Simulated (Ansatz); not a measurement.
Basis-set extrapolation for `F[C](Cl)Cl` radical (PBE0-D4/def2-TZVP geometry, frozen core, Ansatz). Multiplicity 2, UHF reference.

```csv
,def2-TZVPP,def2-QZVPP
HF,-1056.326843,-1056.358437
MP2 correlation,-0.758320,-0.831522
CCSD(T) correlation,-0.825917,not run
```

Energies in hartree. Use E(X) = E(∞) + A·exp(−7.88·√X) for Hartree–Fock and E(X) = E(∞) + B·X^(−2.97) for correlation, with X = 3 and 4, and add CCSD(T) minus MP2 of the smaller set to the MP2 limit.

Question: What is the CCSD(T) energy at the basis-set limit?

Answer: HF limit: -1056.358437 + (-0.031594) × 0.13774 = -1056.36279. MP2 limit: -0.831522 + (-0.073202) × 0.74074 = -0.88575. Higher-order term: -0.825917 − (-0.758320) = -0.06760. Total: -1057.31614 hartree, 429.0 kJ/mol below CCSD(T)/def2-TZVPP.
